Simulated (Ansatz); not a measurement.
Basis-set extrapolation for HO2− (`[O-]O`) (PBE0-D4/def2-TZVPD geometry, frozen core, Ansatz). Multiplicity 1, RHF reference.

```json
{"": "HF", "def2-TZVPPD": "-150.224952", "def2-QZVPPD": "-150.230542"}
{"": "MP2 correlation", "def2-TZVPPD": "-0.507919", "def2-QZVPPD": "-0.545935"}
{"": "CCSD(T) correlation", "def2-TZVPPD": "-0.532005", "def2-QZVPPD": "-0.567402"}
```

Energies in hartree. Use E(X) = E(∞) + A·exp(−7.88·√X) for Hartree–Fock and E(X) = E(∞) + B·X^(−2.97) for correlation, with X = 3 and 4.

What is the CCSD(T) energy at the basis-set limit?

HF limit: -150.230542 + (-0.005590) × 0.13774 = -150.23131. Correlation limit: -0.567402 + (-0.035397) × 0.74074 = -0.59362. Total: -150.82493 hartree, 1.85 eV below CCSD(T)/def2-TZVPPD.
